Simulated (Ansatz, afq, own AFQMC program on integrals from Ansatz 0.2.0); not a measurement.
AFQMC on a folder of integrals that Ansatz 0.2.0 wrote.

```yaml
crystal:
  periodic: [false, false, false]
  atoms:
    - {symbol: Si, position_ang: [0.000000, 0.000000, 0.000000]}
    - {symbol: H, position_ang: [-0.013104, 1.233767, 1.225204]}
    - {symbol: H, position_ang: [-0.018757, -1.225268, 1.233630]}
    - {symbol: H, position_ang: [0.018757, 1.225268, -1.233630]}
    - {symbol: H, position_ang: [0.013104, -1.233767, -1.225204]}
basis:
  gaussian: {orbitals: 6-31G}
magnetization: {spin_polarized: true, initial_magnetization: 2}
correlation: {method: ccsd_t, electrons: outside_noble_gas, hamiltonian_folder: ham}
```

```sh
$ ansatz run in.yaml --threads 1 --pin off --events-out ev --progress --plain --max-ram 1382MiB
```

afq runs on the folder ham with

```
--method free --trial cisd --walkers 200 --time-step 0.03 --max-blocks 80 --target-error 0.00034 --factor-cut 1e-05 --seed 2678 --times 0,0.3,0.6,1.2,1.8,2.4,3.6,4.8,6 --taylor-order 8
```

Times are imaginary, in 1/Eh. The walk had a cap of 533 s.

Output of the walk:

```
orbitals 16  electrons 5 3  factors 105 of 268
reference energy -290.96595071 Eh
CCSD correlation -0.10152950 Eh in 12 cycles, weight of the determinant in the CISD state 0.8810
repeat  energy at the last time / Eh  error
    10  -291.070867  0.000334
    20  -291.070677  0.000188
    30  -291.070546  0.000146
time / (1/Eh)  energy / Eh  error  mean overlap
  0.00  -291.067455  0.000055  1.1352
  0.30  -291.068500  0.000064  1.1344
  0.60  -291.069263  0.000079  1.1318
  1.20  -291.069930  0.000088  1.1353
  1.80  -291.070441  0.000098  1.1321
  2.40  -291.070377  0.000076  1.1313
  3.60  -291.070511  0.000112  1.1354
  4.80  -291.070418  0.000099  1.1588
  6.00  -291.070567  0.000143  1.1565
energy -291.070567 +/- 0.000143 Eh
```

The run passed its tests (error under three times the target), which doesn't prove that it has relaxed.

Against this walk (error 3.9 meV) on the same determinant: CCSD(T) 27.1 meV higher, CCSDT(Q) 3.5 meV lower (within the noise), CCSDTQ 2.3 meV lower (within the noise), full CI (a separate run on its own orbitals, whose frozen core shifts it by up to a few meV) 2.3 meV lower (within the noise). The error is statistical, and a free projection of finite length keeps a remainder of its start.

Cautions: remainder of the start not in the error; lower spins were not checked; unrestricted determinant slightly spin contaminated (⟨S²⟩ 2.05 against 2.00); full CI with its own frozen core.

The walk took 53 s on 1 thread of Arm Neoverse V1, on a shared host. The log's last line is the free-projection energy.

CCSDT and higher add their correlation energy to the determinant of the CCSD(T) run, since their own runs factorise the integrals more tightly (a shift of under 2 meV). A walk keeps the symmetry of its determinant, which the program's search chose and which needn't be the lowest solution, so a lower state of the same spin and another symmetry isn't excluded.
